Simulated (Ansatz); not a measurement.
# AlO (oxoaluminum): the electronic atomisation energy, rung by rung

AlO: 2 atoms, total charge 0, spin state doublet. As SMILES, `[O]=[Al]`. The shape comes from GFN2-xTB, which is rough for such elements, and wasn't checked as a minimum.

```csv
atom,x (Å),y (Å),z (Å)
O,0.0000,0.0000,0.0000
Al,0.0000,0.0000,1.5700
```

Each level gives the electronic atomisation energy (eV). The values are calculated. Electronic energies at fixed atoms, without zero-point motion or spin-orbit coupling.

| level | kind | program | value (eV) | CPU time (all runs) |
| --- | --- | --- | --- | --- |
| UBLYP/6-31G | GGA | Ansatz | 4.48 | 1.9 s |
| U-wB97X/6-31G | range-separated hybrid | Ansatz | 3.79 | 5.6 s |
| UCAM-B3LYP/6-31G | range-separated hybrid | Ansatz | 3.86 | 1.5 s |
| UHSE06/6-31G | range-separated hybrid | Ansatz | 3.82 | 2.6 s |
| UMP2/6-31G | perturbation theory | Ansatz | 2.53 | 0.52 s |
| UCCSD(T)/6-31G | coupled cluster or CI | Ansatz | 3.36 | 0.95 s |
| UCCSDT(Q)/6-31G | coupled cluster or CI | Ansatz | 3.59 | 3.6 s |
| UCCSDT/6-31G | coupled cluster or CI | Ansatz | 3.47 | 2.2 s |

The values span 2.53 to 4.48 eV. Spin contamination of the reference (⟨S²⟩ at least 0.1 too high) touches UMP2/6-31G, UCCSD(T)/6-31G, UCCSDT(Q)/6-31G, UCCSDT/6-31G. The coupled-cluster rows rest on a doubtful reference here (large T1 or Brueckner and Hartree–Fock orbitals at odds), and rows may lie in different states. All rows use very small basis sets, so none should be taken for the real molecule's value. Times are those of the runs behind each value, whatever else they computed, on shared processors of several kinds: orders of magnitude only.
